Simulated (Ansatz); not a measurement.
`BBO` + NH₃ → `BBN` + H₂O  (ligand exchange at a B–O bond)

Gas-phase electronic energies from Ansatz, PBE0-D4/def2-TZVP geometries. CCSD(T)/CBS is the MP2 limit (def2-TZVPP, def2-QZVPP) plus CCSD(T) − MP2 in def2-TZVPP, frozen cores. This one scheme is used for every species. DFT in def2-TZVPP. Each species was taken in one conformer, which may not be the lowest.

`BBO`:

```xyz
7

B    -0.124    0.052    1.203
B     0.215   -0.090   -0.427
O    -0.653    0.276   -1.404
H    -0.605   -0.849    1.833
H     0.186    1.024    1.834
H     1.293   -0.546   -0.748
H    -0.312    0.133   -2.291
```

NH₃:

Cartesian coordinates in Å:
```
N -0.136 0.097 0.227
H 0.147 0.848 -0.391
H 0.703 -0.412 0.479
H -0.714 -0.533 -0.315
```

`BBN`:

Cartesian coordinates in Å:
```
B 0.472 -1.204 -0.554
B 0.209 0.132 0.402
N -0.699 1.170 0.224
H -0.082 -2.252 -0.356
H 1.306 -1.219 -1.418
H 0.911 0.201 1.385
H -0.780 1.940 0.867
H -1.338 1.233 -0.550
```

H₂O:

```xyz
3

O     0.359    0.122   -0.086
H    -0.460    0.615   -0.169
H     0.100   -0.736    0.256
```

```
        level  ΔE (kJ/mol)
      BLYP-D4         -2.0
HF/def2-TZVPP          7.4
```

Q: What does CCSD(T)/CBS give? (An estimate is asked.)

A: Computed: -3.7 kJ/mol. The listed levels differ from it by 1.7, 11.1 kJ/mol.

Largest T1 diagnostic among the species: 0.013.

In def2-TZVPP, CCSD(T) changes the Hartree–Fock value by −8.4 kJ/mol (the triples alone add −0.8 kJ/mol) and MP2 by −10.0 kJ/mol. At CCSD(T), def2-SVP lies +9.2 kJ/mol from the extrapolated value and def2-TZVPP +2.6 kJ/mol.
